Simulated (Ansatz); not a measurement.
For zinc-blende CdSe, PBE-D3(BJ) in Ansatz (plane waves, PAW) gives:

```
Quantity                   Result
-------------------  ------------
lattice parameter a       6.111 Å
bulk modulus B0          50.1 GPa
cohesive energy      2.62 eV/atom
band gap                  0.58 eV
```

### Question
What does HSE06-D3(BJ) (Ansatz, an electronic-structure program, PAW) give for the same quantities?

### Answer

- lattice constant a: 6.052 Å (drops by 1.0 %)
- bulk modulus: 57.1 GPa (rises by 14 %)
- cohesive energy: 2.79 eV/atom (increases by 0.17 eV/atom)
- band gap: 1.58 eV (rises by 1.00 eV)

For comparison: lattice constant a 6.077 Å (measured, room temperature, no zero-point or thermal correction, our sources range from 6.052 to 6.084; as tabulated in arXiv:1206.3780); cohesive energy 2.46 eV/atom (measured, temperature not stated, not corrected to a static lattice; as tabulated in Verma et al. (2010), arXiv:1001.1248); band gap 1.77 eV (measured, low temperature, zero-point motion not removed, our sources range from 1.75 to 1.90; as tabulated in arXiv:1206.3780).

Changes are worked out from the printed values.

Unless a cell is named, each level is at its own relaxed cell (PBE-D3(BJ) 28.53, HSE06-D3(BJ) 27.71 Å³/atom).

Levels without +SOC have no spin–orbit coupling; where heavier elements are present it shifts gaps, mostly down, and can invert bands. Density-functional gaps are differences of (generalised) Kohn–Sham levels.

Ansatz's density-functional and Hartree–Fock values are scalar-relativistic unless marked +SOC, with PAW data made under PBE.
